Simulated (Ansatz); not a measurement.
Ansatz (a first-principles code) input (CCSD(T)/cc-pV(T+d)Z): A basis named .json is the Basis Set Exchange file of that set (core-valence sets with the plain set on hydrogen).

Ansatz 0.2 input:
```yaml
crystal:
  periodic: [false, false, false]
  atoms:
    - {symbol: Cl, position_ang: [-0.00000000, -0.00000000, -0.50551697]}
    - {symbol: O, position_ang: [0.00000000, 0.00000000, 1.07422357]}
basis:
  gaussian:
    orbitals: cc-pV_T+d_Z.json
magnetization: {spin_polarized: true, initial_magnetization: 1}
correlation: {method: ccsd_t, electrons: outside_noble_gas}
```

Output:

```
Functional definition: HF
integrals: 0.06 GiB planned
424 factors; integrals over basis functions are off by at most 1.1e-3 eV
mean field: 0.11 GiB planned
mean field evaluation 1: about -14536.9458 eV, gradient 1.9e1 eV
mean field evaluation 2: about -14536.9523 eV, gradient 1.9e1 eV
mean field evaluation 4: about -14538.7807 eV, gradient 3.3e0 eV
mean field evaluation 8: about -14539.2001 eV, gradient 1.8e-1 eV
mean field evaluation 16: about -14538.7746 eV, gradient 3.3e0 eV
mean field evaluation 32: about -14539.1993 eV, gradient 5.5e-1 eV
mean field evaluation 64: about -14534.4934 eV, gradient 3.3e-2 eV
mean field evaluation 96: about -14531.0303 eV, gradient 2.7e1 eV
mean field -14539.20062963 eV, -534.3057681149 hartree, gradient 6.1e-6 eV, S^2 0.767870; 2 other end points of the search recorded, 0 dependent functions left out
6 core orbitals not correlated
reference -14539.20062963 eV, -534.3057681149 hartree; 7, 6 occupied and 56, 57 virtual orbitals, 424 factors
second order -10.46296418 eV of doubles, -0.00000000 eV of singles
coupled cluster: 0.18 GiB planned
cycle   1  -10.82241759 eV  change   -3.6e-1 eV  update   8.8e-2
cycle   2  -11.16358245 eV  change   -3.4e-1 eV  update   3.2e-2
cycle   3  -11.26974468 eV  change   -1.1e-1 eV  update   2.9e-2
cycle   4  -11.28848564 eV  change   -1.9e-2 eV  update   1.7e-2
cycle   5  -11.30101220 eV  change   -1.3e-2 eV  update   7.0e-3
cycle   6  -11.30259500 eV  change   -1.6e-3 eV  update   1.7e-3
cycle   7  -11.30267704 eV  change   -8.2e-5 eV  update   5.9e-4
cycle   8  -11.30284994 eV  change   -1.7e-4 eV  update   2.5e-4
cycle   9  -11.30265957 eV  change    1.9e-4 eV  update   9.8e-5
cycle  10  -11.30268101 eV  change   -2.1e-5 eV  update   3.7e-5
cycle  11  -11.30271004 eV  change   -2.9e-5 eV  update   1.2e-5
cycle  12  -11.30270626 eV  change    3.8e-6 eV  update   4.3e-6
perturbative correction -0.47229502 eV, -0.0173565219 hartree
Total energy: -14550.97563091 eV, -534.7384914306 hartree
```
